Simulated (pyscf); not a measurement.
O=Os(=O)(OH)–OH [singlet] → O=Os(=O)(=O)=O + hydrogen (H₂) (elimination; singlet surface; H–O, H–O broken, H–H formed). Optimised with ωB97X-D3(BJ)/def2-SVP in PySCF. Energies in kJ/mol from the reactant's lowest minimum found.

| level | barrier | reaction energy |
|---|---|---|
| ωB97X-D3(BJ)/def2-TZVP | 277.8 | +179.0 |
| PBE/def2-TZVP | 151.0 | +73.3 |
| r²SCAN/def2-TZVP | 177.2 | +88.9 |
| PBE0-D3(BJ)/def2-TZVP | 236.4 | +152.4 |
| M06-2X/def2-TZVP | ___ | ___ |
| ωB97M-D3(BJ)/def2-TZVP | ___ | +191.2 |

Question: Some entries are withheld; supply them.

Answer: 
- M06-2X/def2-TZVP, barrier: 309.1
- M06-2X/def2-TZVP, reaction energy: +212.6
- ωB97M-D3(BJ)/def2-TZVP, barrier: 286.9

The functionals in the table span 158.1 kJ/mol in this barrier, from PBE to M06-2X. On the reactant side the descent ends in a point that may be a rotor saddle (no frequency run), 21.1 kJ/mol over the lowest minimum found and 256.7 kJ/mol under the saddle at ωB97X-D3(BJ)/def2-TZVP. One saddle was located; it need not be the lowest between these sides. Elements past Kr carry the def2 core potentials, without spin-orbit coupling.
